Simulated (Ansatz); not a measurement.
# C5H5 radical: a ladder of functionals and wavefunction methods

One table from this session's results is given with a row withheld; the runs are named, their logs left out.

Program: Ansatz 0.2.0, Gaussian basis. Level of theory: functionals in def2-TZVPP, the program's frozen cores in correlated methods. These are calculated values, not measurements.

Plan: LDA (SPW92), PBE-D4, revPBE-D4, BLYP-D4, r2SCAN-D4, B97M-V, PBE0-D4, B3LYP-D4, r2SCANh-D4, r2SCAN0-D4, HSE06-D4, BHLYP-D4, CAM-B3LYP-D4, LC-ωPBE, ωB97X-V, ωB97M-V, B2PLYP, PBE-QIDH; CCSD(T)/def2-SVP; CCSD(T)/def2-TZVPP; MP2/def2-QZVPP; extrapolation to the limit; RPA on PBE.

## The relaxed structure

The geometry comes from an earlier relaxation with PBE0-D4 in a triple-zeta def2 set; it is a stationary point, not always the lowest conformer.

SMILES `[CH]1C=CC=C1`, 10 atoms, charge 0, spin multiplicity 2.

Atoms are counted from 1 here; the program's logs count them from 0.

Bond lengths: C1–C2 1.434 Å, C1–C5 1.423 Å, C1–H6 1.083 Å, C2–C3 1.360 Å, C2–H7 1.080 Å, C3–C4 1.473 Å, C3–H8 1.081 Å, C4–C5 1.366 Å, C4–H9 1.081 Å, C5–H10 1.079 Å. Angles: C2–C1–C5 109.1°, C2–C1–H6 125.4°, C5–C1–H6 125.5°, C1–C2–C3 107.2°, C1–C2–H7 125.6°, C3–C2–H7 127.1°, C2–C3–C4 108.2°, C2–C3–H8 127.0°, C4–C3–H8 124.9°, C3–C4–C5 108.4°, C3–C4–H9 124.8°, C5–C4–H9 126.8°, C1–C5–C4 107.1°, C1–C5–H10 125.9°, C4–C5–H10 127.0°.

Set-up of the first run:

in.yaml reads:

```yaml
crystal:
  periodic: [false, false, false]
  atoms:
    - {symbol: C, position_ang: [0.191753, 0.465834, -1.067232]}
    - {symbol: C, position_ang: [0.228203, -0.931470, -0.746247]}
    - {symbol: C, position_ang: [-0.045011, -1.046600, 0.580990]}
    - {symbol: C, position_ang: [-0.261653, 0.304775, 1.124634]}
    - {symbol: C, position_ang: [-0.113522, 1.206508, 0.109233]}
    - {symbol: H, position_ang: [0.368481, 0.887958, -2.048354]}
    - {symbol: H, position_ang: [0.435601, -1.731402, -1.440888]}
    - {symbol: H, position_ang: [-0.098829, -1.960226, 1.156609]}
    - {symbol: H, position_ang: [-0.497326, 0.524819, 2.156936]}
    - {symbol: H, position_ang: [-0.207688, 2.279795, 0.174308]}
basis:
  gaussian: {orbitals: def2-TZVPP}
magnetization: {spin_polarized: true, initial_magnetization: 1}
hamiltonian: {xc: lda}
output: {orbitals: {seedname: orbitals}}
```

Started as:

```console
> ansatz run in.yaml --threads 2 --pin off --events-out ev --progress --plain --max-ram 22528MiB --backend cpu
```

Steps of the session up to this table: LDA; PBE-D4 (GGA); revPBE-D4 (GGA); BLYP-D4 (GGA); r2SCAN-D4 (meta-GGA); B97M-V (meta-GGA); PBE0-D4 (hybrid); B3LYP-D4 (hybrid); r2SCANh-D4 (hybrid); r2SCAN0-D4 (hybrid); HSE06-D4 (hybrid); BHLYP-D4 (hybrid); CAM-B3LYP-D4 (range-separated); LC-ωPBE (range-separated); ωB97X-V (range-separated); ωB97M-V (range-separated); B2PLYP (double hybrid); PBE-QIDH (double hybrid).

One table of the session follows, with a row left open; its other results are not shown here.

It belongs to the step «Frontier levels by functional». 

```
  functional  HOMO (eV)  LUMO (eV)  gap (eV)
 LDA (SPW92)      -5.47      -4.89      0.57
      PBE-D4      -5.26      -4.46      0.80
   revPBE-D4          ?          ?         ?
     BLYP-D4      -5.08      -4.34      0.74
   r2SCAN-D4      -5.42      -4.03      1.38
      B97M-V      -5.35      -4.12      1.23
     PBE0-D4      -6.27      -3.36      2.92
    B3LYP-D4      -6.05      -3.66      2.39
  r2SCANh-D4      -5.82      -3.64      2.18
  r2SCAN0-D4      -6.42      -3.04      3.38
    HSE06-D4      -5.87      -3.75      2.12
    BHLYP-D4      -7.14      -2.18      4.96
CAM-B3LYP-D4      -7.56      -2.24      5.32
     LC-ωPBE      -8.97      -0.94      8.03
     ωB97X-V      -8.54      -1.25      7.29
     ωB97M-V      -8.45      -1.37      7.08
```

**Question.** Estimate the row for revPBE-D4.

The run gave: HOMO (eV): -5.19; LUMO (eV): -4.34; gap (eV): 0.85. In the column «HOMO (eV)» it lies between PBE-D4 (-5.26) and BLYP-D4 (-5.08).
